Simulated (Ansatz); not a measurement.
**SO (triplet): from Hartree-Fock to the top rungs, 6-31G***

How much of the correlation energy of SO (triplet) does each wave-function method recover here?

Program: Ansatz 0.2.0, Gaussian basis. Level of theory: 6-31G*, core rule «outside noble gas», up to 6 orbitals frozen. These are calculated values, not measurements.

To be run: UHF; CCSD(T) on ROHF; CCSD(T) on UHF; BCCD(T) on ROHF; CISD; CCSDT(Q) on ROHF; CCSDT(Q) on UHF; CISDTQ; CCSDTQ on ROHF; CCSDTQ on UHF; CASSCF and MRCISD+Q, 12 electrons in 8 orbitals; CASSCF and MRCISD+Q(relaxed), 12 electrons in 8 orbitals; CASSCF and NEVPT2, 12 electrons in 8 orbitals.

9 further runs of the same task are left out: 9 set aside as unsound or not needed.

## 1. The system

The geometry is an MP2(full)/6-31G* stationary point (not a proven minimum).

2 atoms, charge 0, spin multiplicity 3.

Atoms are counted from 1 here; the program's logs count them from 0.

Bond lengths: O1–S2 1.524 Å.

## 2. UHF

Contents of in.yaml:

```yaml
crystal:
  periodic: [false, false, false]
  atoms:
    - {symbol: O, position_ang: [0.000000, 0.000000, 0.000000]}
    - {symbol: S, position_ang: [0.000000, 0.000000, 1.523988]}
basis:
  gaussian: {orbitals: "6-31G*"}
magnetization: {spin_polarized: true, initial_magnetization: 2}
hamiltonian: {xc: hf}
output: {orbitals: {seedname: orbitals}}
```

Launch:

```bash
$ ansatz run in.yaml --threads 1 --pin off --events-out ev --progress --plain --max-ram 4160MiB --backend cpu
```

After this run come: CCSD(T) on ROHF; CCSD(T) on UHF; BCCD(T) on ROHF; CISD; CCSDT(Q) on ROHF; CCSDT(Q) on UHF; CISDTQ; CCSDTQ on ROHF; CCSDTQ on UHF; CASSCF and MRCISD+Q, 12 electrons in 8 orbitals; CASSCF and MRCISD+Q(relaxed), 12 electrons in 8 orbitals; CASSCF and NEVPT2, 12 electrons in 8 orbitals.

**Question.** What will the summary of the whole plan be? Wanted: UCCSDTQ below the RHF energy; RMP2 from UCCSDTQ; UMP2 from UCCSDTQ; RCCSD from UCCSDTQ; RCCSD(T) from UCCSDTQ; UCCSD(T) from UCCSDTQ; RCCSDT(Q) from UCCSDTQ; UCCSDT(Q) from UCCSDTQ; NEVPT2 valence from UCCSDTQ.

**Answer**, as computed:

| quantity | value |
| --- | --- |
| UCCSDTQ below the RHF energy | -8.8997 eV |
| RMP2 from UCCSDTQ | +309.2 meV |
| UMP2 from UCCSDTQ | +613.3 meV |
| RCCSD from UCCSDTQ | +351.3 meV |
| RCCSD(T) from UCCSDTQ | +52.5 meV |
| UCCSD(T) from UCCSDTQ | +55.1 meV |
| RCCSDT(Q) from UCCSDTQ | -3.2 meV |
| UCCSDT(Q) from UCCSDTQ | -4.5 meV |
| NEVPT2 valence from UCCSDTQ | +1264.4 meV |
| MRCISD+Q valence from UCCSDTQ | +91.9 meV |
| MRCISD+Q(relaxed) valence from UCCSDTQ | +27.6 meV |
| levels within 1 kcal/mol (43 meV) | RCCSDT, UCCSDT, CISDTQ, RCCSDT(Q), UCCSDT(Q), RCCSDTQ, MRCISD+Q(relaxed) valence |
| T1 diagnostic | 0.022 |
| effectively unpaired electrons | 2.02 |

**Reading.** RCCSD(T) lands +52.5 meV from the yardstick (0.6 % of the correlation energy). One determinant dominates. Of the multireference levels listed MRCISD+Q(relaxed) valence comes nearest in total energy (+27.6 meV), which doesn't show that its space is the better one. These misses are within one basis, not against nature; the frozen cores of restricted and unrestricted runs differ, which can shift their rows.
